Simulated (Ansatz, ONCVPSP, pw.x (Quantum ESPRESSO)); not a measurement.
**osmium (Os): does the ONCV potential hold in the solid?**

| Quantity | Value |
| --- | --- |
| Element | osmium |
| Generator | ONCVPSP 4.0.1.1 (patched build) |
| Type | optimised norm-conserving Vanderbilt (ONCV) |
| Functional | PBEsol |
| Relativity | scalar-relativistic |
| Frozen core | [Kr] 4d10 4f14 |
| Valence charge | 16 |
| Reference configuration | 5s2 5p6 5d6 6s2 |
| Partial waves | 5s+6s: rc 1.55 bohr, ncon 4, nbas 8, qcut 8.8 1/bohr, 3 projectors, debl 1.5 Ha; 5p: rc 1.65 bohr, ncon 5, nbas 9, qcut 10.5 1/bohr, 2 projectors, debl 0.7 Ha; 5d: rc 1.45 bohr, ncon 5, nbas 9, qcut 5.9 1/bohr, local |
| Local potential | the d channel |
| Core correction | Teter function fitted to the true core (icmod 2), fcfact 0.3 |

In the p channel the program set the typed energies aside and used -1.869, 0.250 Ha.

Atomic tests: cutoffs needed: 36 Ha and 42 Ha (the cutoffs (Ha) at which the residual kinetic energy of the hardest occupied pseudo-wave falls to 1 and 0.1 mHa per electron); ghost test: no bound ghost flagged; GHOST(+) flags only above 600 eV; largest excitation error: -99 meV (all-electron minus pseudo) for 5s2 5p5 5d6 6s2, out of 4 test configurations.

Crystal test: fcc Os in pw.x 7.5, no spin, 15³ k-points, Fermi–Dirac smearing 0.01 Ry, cutoffs 100/400 Ry. The reference is all-electron LAPW (Ansatz 0.2.0) with the same functional, mesh and smearing; V0 and B0 come from Birch–Murnaghan fits to the pressures at five volumes. Errors are pseudo minus all-electron; Δ is the rms difference of the E(V) curves that follow from these fits, minima aligned, over ±6 % about the mean V0. Mesh and smearing are coarse, so the numbers serve the comparison and aren't converged zero-temperature values; the lattice is a test structure that the element need not adopt.

```
V (Å³/atom)  P all-electron (GPa)  P pseudo (GPa)
     13.250                 24.33           20.50
     13.598                 11.25            7.81
     13.947                 -0.08           -3.18
     14.296                 -9.89          -12.72
     14.644                -18.38          -20.94
```

All-electron: a0 = 3.821 Å (V0 = 13.94 Å³/atom), B0 = 421.5 GPa.

Pseudopotential: mean pressure error (GPa): -3.16; a0 (Å): 3.811; a0 error (%): -0.25; B0 error (%): +0.6; Δ (meV/atom): 9.7.

Task: At the middle volume, how do free energy and pressure move when the wave cutoff is lowered (ecutrho kept at four times it)?

Result:

| cutoff (Ry) | shift of F (meV/atom) | shift of P (GPa) |
| --- | --- | --- |
| 45 | +4919.2 | -171.34 |
| 60 | +859.9 | -51.18 |
| 80 | +40.9 | -4.21 |

The run at the middle volume (120 k-points, 7 iterations) took about 69 s on one core of a shared host (Neoverse-N1, 64 threads, 124 GiB, load 55).
